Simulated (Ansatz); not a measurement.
# CH4OSi: a trajectory, and a look at its input

Aim: a trajectory from the structure below. Read the input with care, then see what the program makes of it.

The runs use Ansatz 0.2.0, Gaussian basis; PBE0-D4/def2-SVP.

## Step 1: The structure

| atom | x (Å) | y (Å) | z (Å) |
| --- | --- | --- | --- |
| C1 | -1.2369 | 0.2645 | -0.5124 |
| Si2 | 0.3184 | 0.2146 | 0.2801 |
| O3 | 1.2956 | -1.0724 | 0.0960 |
| H4 | -1.5929 | -0.5357 | -1.1360 |
| H5 | -1.8916 | 1.1100 | -0.4111 |
| H6 | 0.9679 | 1.1786 | 1.1531 |
| H7 | 2.1395 | -1.1596 | 0.5301 |

## Step 2: The run

Contents of run/in.yaml:

```yaml
crystal:
  periodic: [false, false, false]
  atoms:
    - {symbol: C, position_ang: [-1.236900, 0.264480, -0.512400]}
    - {symbol: Si, position_ang: [0.318410, 0.214610, 0.280140]}
    - {symbol: O, position_ang: [1.295560, -1.072390, 0.096050]}
    - {symbol: H, position_ang: [-1.592920, -0.535720, -1.135980]}
    - {symbol: H, position_ang: [-1.891600, 1.109960, -0.411050]}
    - {symbol: H, position_ang: [0.967940, 1.178620, 1.153120]}
    - {symbol: H, position_ang: [2.139510, -1.159560, 0.530120]}
basis:
  gaussian: {orbitals: def2-SVP}
hamiltonian: {xc: pbe0, dispersion: d4}
md: {n_steps: 30, timestep: 0.75, temperature: 200, ensemble: nvt, seed: 140, initial_velocities: maxwell_boltzmann}
```

Started as:

```console
$ ansatz run in.yaml --threads 2 --pin off --events-out ev --progress --plain --max-ram 3481MiB
```

What does the calculation give? Wanted: this run.

**Answer**, as computed:

| quantity | value |
| --- | --- |
| this run | refused |
| fault | unknown ensemble |

**Reading.** The ensemble's name is not one that the program knows.
